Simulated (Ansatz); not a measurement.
in.yaml

```yaml
crystal:
  periodic: [false, false, false]
  atoms:
    - {symbol: C, position_ang: [-0.513971, 0.000000, 0.296899]}
    - {symbol: C, position_ang: [0.482807, 0.000000, -0.371646]}
    - {symbol: H, position_ang: [0.371355, 0.000000, 0.890692]}
basis:
  gaussian: {orbitals: 6-31G}
magnetization: {spin_polarized: true, initial_magnetization: 1}
hamiltonian: {xc: {name: PBE}}
output: {orbitals: {seedname: orbitals}}
```

```sh
$ ansatz run in.yaml --threads 1 --pin off --events-out ev --progress --plain --max-ram 2393MiB
```

Roughly how long does this take on 1 thread of Intel Xeon Platinum 8259CL, shared host, and how much host memory?

0.42 s wall and 0.09 GiB.

```
286 factors; integrals over basis functions are off by at most 2.7e-4 eV
mean field evaluation 1: about -2077.2859 eV, gradient 1.9e1 eV
mean field evaluation 2: about -2072.8371 eV, gradient 3.3e1 eV
mean field evaluation 4: about -2079.2773 eV, gradient 1.1e0 eV
mean field evaluation 8: about -2079.2818 eV, gradient 5.5e-2 eV
mean field evaluation 16: about -2079.2818 eV, gradient 1.7e-5 eV
mean field -2079.28182588 eV, -76.4121977132 hartree, gradient 1.7e-5 eV, S^2 0.753417; 0 other end points of the search recorded, 0 dependent functions left out
reference -2079.28183950 eV, -76.4121982138 hartree; 7, 6 occupied and 13, 14 virtual orbitals, 286 factors
Total energy: -2079.28183950 eV, -76.4121982138 hartree
```
